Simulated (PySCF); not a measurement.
Estimate the missing entries of this data sheet.

Compound: H3O2P.
Structure used (GFN2-xTB), in Å, numbered top down from 1:
```
atom  x, y, z in Å
O1    -0.4447    1.2134   -0.8465
P2    -0.4004   -0.0016   -0.0425
O3     1.0976   -0.3853    0.3603
H4    -1.0505    0.0463    1.1791
H5    -0.8676   -1.1562   -0.6476
H6     1.6687    0.2853   -0.0244
```

```json
{"property": "point group of the GFN2-xTB geometry", "level": "GFN2-xTB", "value": "Cs"}
{"property": "rotational constants A, B, C of the GFN2-xTB geometry", "level": "GFN2-xTB", "value": "26.786, 9.205, 7.333 GHz"}
{"property": "dipole moment", "level": "wB97X-D/def2-SVPD", "value": "?"}
{"property": "HOMO energy", "level": "wB97X-D/def2-SVPD", "value": "?"}
{"property": "LUMO energy", "level": "wB97X-D/def2-SVPD", "value": "?"}
{"property": "lowest singlet excitation", "level": "TDDFT wB97X-D/def2-SVPD", "value": "7.56 eV (164 nm, f = 0.003)"}
{"property": "strongest line among the 8 lowest singlet transitions", "level": "TDDFT wB97X-D/def2-SVPD", "value": "S5 at 8.62 eV (144 nm, f = 0.066)"}
{"property": "lowest triplet excitation (Tamm–Dancoff)", "level": "TDA wB97X-D/def2-SVPD", "value": "?"}
{"property": "static isotropic polarisability", "level": "wB97X-D/def2-SVPD", "value": "?"}
{"property": "electronic spatial extent ⟨r²⟩ about the centre of nuclear charge", "level": "wB97X-D/def2-SVPD", "value": "?"}
```

Gas-phase values; electronic properties from PySCF, density fitting. One conformer (not necessarily the lowest) at the GFN2-xTB geometry, without solvent, vibrations or thermal averaging.

Question: Give the lowest triplet excitation (Tamm–Dancoff).

Answer: 7.24 eV.

Question: Give the electronic spatial extent ⟨r²⟩ about the centre of nuclear charge.

Answer: 199 bohr².

Question: What is the LUMO energy?

Answer: 2.04 eV.

Question: What is the HOMO energy?

Answer: -10.55 eV.

Question: What is the dipole moment?

Answer: 2.33 D.

Question: The static isotropic polarisability?

Answer: 31.0 au.

A dipole of 2.33 D is allowed in Cs, and pure rotational transitions are dipole-allowed. No computed singlet falls in the visible range (750 to 380 nm, 1.65 to 3.26 eV); S1 lies 4.30 eV above its blue end. The dipole matches unit charges of opposite sign 0.49 Å apart (1 e·Å = 4.8032 D). The vertical singlet–triplet gap S1 − T1 is 0.32 eV (TDDFT singlet less Tamm–Dancoff triplet; S1: HOMO→LUMO, weight 0.62; T1: HOMO→LUMO, weight 0.44, beside HOMO→LUMO+1, weight 0.31). The polarisability is 4.60 Å³ as a volume (1 au = 0.148185 Å³), or 0.91 au for each of the 34 electrons. The principal polarisabilities are 28.7, 31.3 and 33.1 au; their mean is the isotropic value.

For the TDDFT job (wB97X-D/def2-SVPD), time: 5.2 s of wall time (grids of density and orbitals included); peak memory 0.39 GiB. Hardware: Arm Neoverse V1, one thread, no GPU, on a shared host.
